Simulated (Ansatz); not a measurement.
For 2H MoTe2, LDA (PAW; Ansatz, an electronic-structure program) gives:

lattice parameter a: 3.473 Å
c axis length: 13.772 Å

Q: What does r²SCAN-D4 in Ansatz (PAW) give for the same quantities?

A: 
- lattice constant a: 3.546 Å (increases by 2.1 %)
- lattice parameter c: 14.252 Å (goes up by 3.5 %)

For comparison: lattice constant a 3.518 Å (measured, 300 K, no zero-point or thermal correction; as tabulated in arXiv:1605.07067); lattice parameter c 13.974 Å (measured, 300 K, not corrected to a static lattice; as tabulated in arXiv:1605.07067).

Changes are worked out from the printed values.

Unless a cell is named, each level is at its own relaxed cell (LDA 23.97, r²SCAN-D4 25.87 Å³/atom).

Caveats: the cell comes from a level without a dispersion term, which matters for the spacing of layers, chains or molecules (LDA). Ansatz's density-functional and Hartree–Fock values are scalar-relativistic unless marked +SOC, with PAW data made under PBE.
